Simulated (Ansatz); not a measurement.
Process, species as SMILES: FCl (F-Cl) → ClF+ (doublet, bonded as FCl) + e-
B3LYP-D3(BJ)/def2-TZVP geometries, fixed; electronic energies without zero-point terms.
Largest species:
```
F
Cl 1 1.6409
```

Effect of the final integration grid (spheres per factor e of radius in core and valence, angular degree) at PBE0/def2-TZVPP with Ansatz (a quantum-chemistry and plane-wave program), against the last row, where the adiabatic ionisation energy is 12.46 eV. Open shells are unrestricted. The default's grid is 13, 11, 36.

```csv
setting,largest shift of a total energy (mEh),shift of the adiabatic ionisation energy (eV)
accuracy: medium (default),0.000,0.000
"final_grid: 4, 3, 11",-0.652,-0.024
"final_grid: 6, 5, 17",-0.044,0.001
"final_grid: 8, 7, 23",0.007,0.000
"final_grid: 10, 9, 29",-0.001,0.000
"final_grid: 18, 15, 47",0.000,0.000
"final_grid: 26, 22, 59",0.000,0.000
```

Within 0.01 eV in the adiabatic ionisation energy: accuracy: medium (default); final_grid: 6, 5, 17; final_grid: 8, 7, 23; final_grid: 10, 9, 29; final_grid: 18, 15, 47. The largest shift is 0.652 mEh in a total energy and 0.024 eV in the difference.
